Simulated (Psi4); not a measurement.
# [C2H2F2]+ (SMILES [CH2+][C](F)F): UB3LYP/6-31G(d) (spherical functions)

Aim: the vertical doublet–quartet gap of [C2H2F2]+ at UB3LYP/6-31G* (spherical functions), from 2 runs. The job is set up through a Python script.

The calculation is run with Psi4 1.11.

2 further runs of the same task are left out: 2 set aside as unsound or not needed.

## 1. Starting point

[C2H2F2]+ has 6 atoms, charge +1, and is taken as a doublet. As SMILES, `[CH2+][C](F)F`. The shape is that of a GFN2-xTB optimisation. This is one conformer, not always the lowest.

Bond lengths: C1–C2 1.388 Å, C2–F3 1.276 Å, C2–F4 1.276 Å, C1–H5 1.090 Å, C1–H6 1.090 Å. Angles: C1–C2–F3 123.4°, C1–C2–F4 123.5°, F3–C2–F4 113.1°, C2–C1–H5 120.5°, C2–C1–H6 120.4°, H5–C1–H6 119.1°.

## 2. Energy and forces at UB3LYP/6-31G(d) (spherical functions)

c2h2f2.xyz

```xyz
6
C2H2F2
C     -0.311240     0.627880    -0.251470
C      0.269710    -0.543000     0.216990
F     -0.401710    -1.524620     0.680470
F      1.529160    -0.747770     0.228470
H      0.308060     1.437100    -0.637380
H     -1.393960     0.750410    -0.237080
```

job.py

```python
import psi4

psi4.set_memory('1600 MB')
psi4.set_num_threads(1)
psi4.set_output_file('output.dat', False)

with open('c2h2f2.xyz') as f:
    atoms = ''.join(f.readlines()[2:])
molecule = psi4.geometry('1 2\n' + atoms + 'symmetry c1')

psi4.set_options({
    'reference': 'uks',
    'puream': True,
    'e_convergence': 1e-09,
    'd_convergence': 1e-08,
    'scf_type': 'pk',
    'dft_radial_points': 99,
    'dft_spherical_points': 590,
    'maxiter': 200,
})

energy_value, wavefunction = psi4.gradient("b3lyp/6-31G*", molecule=molecule, return_wfn=True)
print('gradient / Eh bohr^-1')
print(energy_value.np.round(6))
print(f'energy = {wavefunction.energy():.10f} Eh')
```

On the command line:

```bash
$ python job.py
```

output.dat:

```text
[...]
  Running in c1 symmetry.
[...]
  Nuclear repulsion =  118.497686943311933
[...]
  Multiplicity = 2
[...]
  Nalpha       = 16
  Nbeta        = 15
[...]
    Number of basis functions: 60
[...]
   @UKS iter   1:  -276.63040861957694    1.25467e-01   6.29221e-03 ADIIS/DIIS
[...]
   @UKS iter  12:  -276.69381432231449   -2.10321e-12   3.82988e-09 DIIS
[...]
   @S^2 Observed:                7.518975912E-01
[...]
    Orbital Energies [Eh]
    ---------------------
    Alpha Occupied:
       1A    -25.049778     2A    -25.049655     3A    -10.712414
       4A    -10.539079     5A     -1.617128     6A     -1.550156
       7A     -1.106428     8A     -0.945905     9A     -0.887479
      10A     -0.843964    11A     -0.833709    12A     -0.748875
      13A     -0.742931    14A     -0.728899    15A     -0.706377
      16A     -0.591526
    Alpha Virtual:
      17A     -0.311773    18A     -0.141197    19A     -0.133219
      20A     -0.099954    21A      0.013654    22A      0.025713
      23A      0.217879    24A      0.224408    25A      0.250360
[...]
  @UKS Final Energy:  -276.69381432231449
   => Energetics <=
    Nuclear Repulsion Energy =            118.4976869433119333
    One-Electron Energy =                -607.1550620840970396
    Two-Electron Energy =                 237.9463764364981557
    DFT Exchange-Correlation Energy =     -25.9828156180275300
    Empirical Dispersion Energy =           0.0000000000000000
    VV10 Nonlocal Energy =                  0.0000000000000000
    Total Energy =                       -276.6938143223144948
[...]
 Multipole Moments:
 ------------------------------------------------------------------------------------
     Multipole            Electronic (a.u.)      Nuclear  (a.u.)        Total (a.u.)
 ------------------------------------------------------------------------------------
 L = 1.  Multiply by 2.5417464519 to convert [e a0] to [Debye]
 Dipole X            :          1.4116951           -2.0779374           -0.6662423
 Dipole Y            :         -2.8428469            4.1870476            1.3442007
 Dipole Z            :          1.1366339           -1.6742951           -0.5376612
 Magnitude           :                                                    1.5936856
[...]
  -Total Gradient:
     Atom            X                  Y                   Z
    ------   -----------------  -----------------  -----------------
       1        0.011030058460    -0.021801816589     0.008641063343
       2       -0.015148120143     0.030903259753    -0.012388921125
       3        0.001815291929    -0.007917641933     0.003303813765
       4        0.005011233509    -0.006435693956     0.002480478935
       5       -0.001503062812     0.002618030198    -0.001010924483
       6       -0.001216489795     0.002656500478    -0.001034602378
[...]
```

The script printed:

```text
Memory set to   1.490 GiB by Python driver.
  Threads set to 1 by Python driver.
gradient / Eh bohr^-1
[[ 0.01103  -0.021802  0.008641]
 [-0.015148  0.030903 -0.012389]
 [ 0.001815 -0.007918  0.003304]
 [ 0.005011 -0.006436  0.00248 ]
 [-0.001503  0.002618 -0.001011]
 [-0.001216  0.002657 -0.001035]]
energy = -276.6938143223 Eh
```

Wall time 17 s (1 thread of Intel Xeon Platinum 8488C (Sapphire Rapids), shared host); peak memory 0.76 GiB.

## 3. The quartet

c2h2f2.py

```python
import psi4

psi4.set_memory(1600000000)
psi4.set_num_threads(1)
psi4.set_output_file('c2h2f2.out', False)

molecule = psi4.geometry("""
1 4
C
C 1 1.388495
F 2 1.2764 1 123.43163
F 2 1.27604 3 113.11067 1 179.98849
H 1 1.089631 2 120.52734 4 0.00216
H 1 1.089726 5 119.06983 2 179.93391
units angstrom
symmetry c1
""")

options = {'basis': '6-31G*', 'reference': 'uks', 'puream': True, 'e_convergence': 1e-09, 'd_convergence': 1e-08, 'scf_type': 'pk', 'dft_radial_points': 99, 'dft_spherical_points': 590, 'maxiter': 200}
psi4.set_options(options)

e, wfn = psi4.gradient('b3lyp', molecule=molecule, return_wfn=True)
psi4.oeprop(wfn, 'DIPOLE', 'MULLIKEN_CHARGES', 'WIBERG_LOWDIN_INDICES', title='B3LYP')
print('gradient / Eh bohr^-1')
print(e.np.round(6))
print(f'energy = {wfn.energy():.10f} Eh')
for k, v in sorted(psi4.core.scalar_variables().items()):
    print(f'{k:45s} {v:18.10f}')
```

On the command line:

```bash
$ python c2h2f2.py
```

c2h2f2.out, shortened:

```text
[...]
  Running in c1 symmetry.
[...]
  Nuclear repulsion =  118.497660641717800
[...]
  Multiplicity = 4
[...]
  Nalpha       = 17
  Nbeta        = 14
[...]
    Number of basis functions: 60
[...]
   @UKS iter   1:  -276.24176422744506    5.14110e-01   7.90261e-03 ADIIS/DIIS
[...]
   @UKS iter  16:  -276.37486137701018   -5.11591e-13   2.25950e-09 DIIS
[...]
   @S^2 Observed:                3.756941748E+00
[...]
  @UKS Final Energy:  -276.37486137701018
   => Energetics <=
    Nuclear Repulsion Energy =            118.4976606417178004
    One-Electron Energy =                -607.0114552275923643
    Two-Electron Energy =                 238.1290258762803376
    DFT Exchange-Correlation Energy =     -25.9900926674159329
    Empirical Dispersion Energy =           0.0000000000000000
    VV10 Nonlocal Energy =                  0.0000000000000000
    Total Energy =                       -276.3748613770101770
[...]
  -Total Gradient:
     Atom            X                  Y                   Z
    ------   -----------------  -----------------  -----------------
       1       -0.000059548621    -0.000240584621     0.052048252414
       2       -0.000058587606     0.000301524498    -0.027680600755
       3        0.000004526544     0.056346164570    -0.038827179152
       4        0.000043305140    -0.056606161346    -0.039008266131
       5        0.000015003433    -0.013013003364     0.026708943059
       6        0.000055326359     0.013212198195     0.026733022673
[...]
 Multipole Moments:
 ------------------------------------------------------------------------------------
     Multipole            Electronic (a.u.)      Nuclear  (a.u.)        Total (a.u.)
 ------------------------------------------------------------------------------------
 L = 1.  Multiply by 2.5417464519 to convert [e a0] to [Debye]
 Dipole X            :          0.0001945           -0.0008083           -0.0006139
 Dipole Y            :          0.0007294           -0.0006193            0.0001101
 Dipole Z            :          3.3911269           -4.9651245           -1.5739976
 Magnitude           :                                                    1.5739977
[...]
  Mulliken Charges: (a.u.)
   Center  Symbol    Alpha    Beta     Spin     Total
       1     C     3.82319  2.51346  1.30973 -0.33665
       2     C     3.09542  2.28530  0.81012  0.61928
       3     F     4.69276  4.31923  0.37353 -0.01198
[...]
```

Standard output:

```text
Memory set to   1.490 GiB by Python driver.
  Threads set to 1 by Python driver.
gradient / Eh bohr^-1
[[-6.0000e-05 -2.4100e-04  5.2048e-02]
 [-5.9000e-05  3.0200e-04 -2.7681e-02]
 [ 5.0000e-06  5.6346e-02 -3.8827e-02]
 [ 4.3000e-05 -5.6606e-02 -3.9008e-02]
 [ 1.5000e-05 -1.3013e-02  2.6709e-02]
 [ 5.5000e-05  1.3212e-02  2.6733e-02]]
energy = -276.3748613770 Eh
CURRENT ENERGY                                   -276.3748613770
CURRENT REFERENCE ENERGY                         -276.3748613770
DD SOLVATION ENERGY                                 0.0000000000
DFT FUNCTIONAL TOTAL ENERGY                      -276.3748613770
DFT TOTAL ENERGY                                 -276.3748613770
DFT VV10 ENERGY                                     0.0000000000
DFT XC ENERGY                                     -25.9900926674
GRID ELECTRONS ALPHA                               16.9999999313
GRID ELECTRONS BETA                                13.9999999526
GRID ELECTRONS TOTAL                               30.9999998840
NUCLEAR REPULSION ENERGY                          118.4976606417
ONE-ELECTRON ENERGY                              -607.0114552276
PCM POLARIZATION ENERGY                             0.0000000000
PE ENERGY                                           0.0000000000
SCF ITERATION ENERGY                             -276.3748613770
SCF ITERATIONS                                     16.0000000000
SCF TOTAL ENERGY                                 -276.3748613770
TWO-ELECTRON ENERGY                               238.1290258763
XC GRID RADIAL POINTS                              99.0000000000
XC GRID SPHERICAL POINTS                          590.0000000000
XC GRID TOTAL POINTS                           332263.0000000000
```

It took 22 s on 1 thread of Intel Xeon Platinum 8488C (Sapphire Rapids), shared host; peak memory 0.76 GiB.

## 4. Outcome

At UB3LYP/6-31G* (spherical functions):

| quantity | value |
| --- | --- |
| doublet: total energy | -276.69381 Eh |
| doublet: HOMO energy (highest over α and β) | -16.10 eV |
| doublet: LUMO energy (lowest over α and β) | -12.61 eV |
| doublet: ⟨S²⟩ | 0.752 |
| doublet: largest force on an atom | 1.881 eV/Å |
| quartet: total energy | -276.37486 Eh |
| quartet: HOMO energy (highest over α and β) | -10.33 eV |
| quartet: ⟨S²⟩ | 3.757 |
| quartet: largest force on an atom | 3.535 eV/Å |
| vertical energy of the quartet above the doublet | 8.679 eV |

**Reading.** At this shape the quartet lies 8.68 eV (200 kcal/mol) above the doublet. The largest force (doublet) is 1.88 eV/Å: the shape isn't a stationary point for this species at this level. Mulliken charges (quartet) run from -0.34 on C1 to +0.62 on C2.
